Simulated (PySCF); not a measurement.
Reaction (SMILES): P (PH3) + H+ → [PH4+]
B3LYP-D3(BJ)/def2-TZVP geometries, fixed; electronic energies without zero-point terms; positive where energy is released.

Basis-set convergence of the proton affinity at PBE with PySCF. All functions are spherical. Density fitting with generated auxiliary sets. In sets without p functions on hydrogen, species with hydrogen take exact integrals. No added dispersion term, no relativity. Functions are those of the species that has most. Reference: the value in def2-QZVPPD, 190.53 kcal/mol, itself unsure by roughly 0.08 kcal/mol (its mean distance from pcseg-3, def2-QZVPP, cc-pV(Q+d)Z). Deviations are taken from unrounded values. Cost is core time over that of def2-SVP, rough, on shared machines of one kind; a dash marks a row that isn't timed (too short, read off another run, short of memory, by another algorithm or on other hardware).

| basis | functions | cost |
|---|---|---|
| def2-SV(P) | 26 | - |
| def2-SVP | 38 | 1× |
| def2-SVPD | 56 | 1× |
| def2-TZVP | 61 | 1× |
| def2-TZVPD | 79 | 2× |
| def2-TZVPP | 98 | 2× |
| def2-TZVPPD | 116 | 2× |
| def2-QZVPP | 190 | 5× |
| def2-QZVPPD | 208 | 5× |

Question: Which is the smallest def2 set listed that can be trusted to 1 kcal/mol here, that is, within that of the reference together with its larger relatives (same family, alike in diffuse functions; a set with none to test it counts only in the reference's own line)?

Answer: The smallest set listed that lies within 1 kcal/mol of the reference with all its larger relatives (same family, alike in diffuse functions; a set with none counts only in the reference's own line) is def2-SVP (38 functions, 1× in cost, 0.13 kcal/mol off). Value minus reference: def2-SV(P) -2.33, def2-SVP 0.13, def2-SVPD -0.50, def2-TZVP -0.07, def2-TZVPD -0.27, def2-TZVPP -0.02, def2-TZVPPD -0.18, def2-QZVPP 0.05, def2-QZVPPD 0.00 kcal/mol.
